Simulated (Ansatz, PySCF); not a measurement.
Molecule: molecular chlorine, Cl2, net charge 0, singlet state. 
Geometry from a B3LYP-D3(BJ)/def2-TZVP (Ansatz, an electronic-structure program) optimisation:
SMILES: ClCl
```xyz
2

Cl     0.0000     0.0000    -1.0068
Cl     0.0000     0.0000     1.0068
```

Total electronic energies in hartree. Valence correlation only, unless marked. No spin-orbit coupling. Non-relativistic. Basis-set limits of correlation are two-point, X^-3; Hartree-Fock from the larger set (for Q and 5 zeta extrapolated as (X+1)exp(-9√X)).

| level | program | energy (Eh) |
|---|---|---|
| HF/def2-SVP | Ansatz | -918.65905 |
| RI-HF/def2-TZVPPD | Ansatz | -918.98380 |
| revPBE/def2-TZVPD | Ansatz | -920.23052 |
| PBE0-D3(BJ)/def2-TZVPD | Ansatz + dftd3 | -920.09155 |
| MP2/cc-pV(Q+d)Z | Ansatz | -919.42699 |
| MP2/CBS(def2-TZVPPD,def2-QZVPPD) | Ansatz | -919.4570 |
| CCSD(T)/cc-pVDZ | PySCF | -919.26382 |
| CCSD(T)/CBS(def2-TZVPP,def2-QZVPP) | Ansatz | -919.5109 |
| CCSD(T)/CBS(cc-pV(Q+d)Z,cc-pV(5+d)Z) | Ansatz | -919.5079 |

Totals of different functionals don't rank their quality; only differences between species are comparable.
